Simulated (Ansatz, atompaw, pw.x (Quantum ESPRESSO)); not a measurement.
**Fe (Z = 26): one change to the PAW (atompaw) potential, in the atom and in the bcc crystal**

* Element: Fe
* Generator: atompaw 4.2.0.5
* Type: PAW
* Functional: PBE
* Relativity: scalar-relativistic
* Frozen core: [Ar]
* Valence charge: 8
* Reference configuration: 3d6.5 4s1.5 4p0
* Partial waves: 4s (bound): rc 2.65 bohr; 4s channel at 0.1 Ry: rc 3.00 bohr; 4p (bound, empty): rc 3.00 bohr; 4p channel at 0.45 Ry: rc 3.00 bohr; 3d (bound): rc 2.05 bohr; 3d channel at 2.2 Ry: rc 2.05 bohr
* Local potential: troulliermartins scheme with l = 3 at -0.5 Ry, radius 2.70 bohr
* Core correction: smooth core density matched at 1.85 bohr
* Augmentation charge: sinc compensation charge, radius 2.90 bohr; PAW radius 3.00 bohr; waves and projectors: custom rrkj gramschmidtortho

Change: local potential troulliermartins scheme with l = 3 at -0.5 Ry, radius 1.96 bohr.

Cutoffs, loose and tight: the cutoffs (Ry, on a coarse ladder) from which the occupation-weighted sum of valence levels, in a spherical-Bessel basis at the reference potential, stays within 10 and 1 mRy of its value at 400 Ry. They see the waves and projectors alone, not the compensation charge or the core.

Crystal test: bcc Fe in pw.x 7.5, no spin, 17³ k-points, Fermi–Dirac smearing 0.01 Ry, cutoffs set for each file from its atomic test. The reference is all-electron LAPW (Ansatz 0.2.0) with the same functional, mesh and smearing; V0 and B0 come from Birch–Murnaghan fits to the pressures at five volumes. Errors are pseudo minus all-electron; Δ is the rms difference of the E(V) curves that follow from these fits, minima aligned, over ±6 % about the mean V0. Mesh and smearing are coarse, so the numbers serve the comparison and aren't converged zero-temperature values; the lattice is a test structure that the element need not adopt. Spin polarisation and strong correlation are left out, which matters for this element.

All-electron: a0 = 2.765 Å (V0 = 10.56 Å³/atom), B0 = 260.5 GPa.

Problem. Does the change bring the crystal closer to the all-electron result?

Solution. The mean pressure error goes from +7.20 to -85.25 GPa, so the change moves the solid further from the all-electron pressures.

```
                 quantity       base    changed
           outcome (atom)  generated  generated
     cutoff, loose (atom)      25 Ry      25 Ry
     cutoff, tight (atom)      40 Ry      40 Ry
      bound ghosts (atom)       none          s
     cutoffs in pw.x (Ry)     50/500     50/500
                   a0 (Å)      2.784          –
             a0 error (%)      +0.70          –
             B0 error (%)      +15.5          –
             Δ (meV/atom)       14.7          –
mean pressure error (GPa)      +7.20     -85.25
```

A dash: not determined, or the minimum lies outside the volumes sampled.

Base: The largest radius (3.00 bohr) exceeds half the bond length (2.26 bohr), so the spheres overlap, which is one possible source of error among others. This is a poor potential for the solid. The logarithmic derivative shows an extra or strongly shifted pseudo pole above the reference energy (s near 0.63 Ry). Changed file: The largest radius (3.00 bohr) exceeds half the bond length (2.26 bohr), so the spheres overlap, which is one possible source of error among others. This is a poor potential for the solid. Note: ghost state, extra bound levels that the all-electron valence spectrum of the same l lacks: s at -12.2 eV. A true bound ghost makes a file unfit for plane-wave use. The atomic cutoffs weigh occupied waves only.
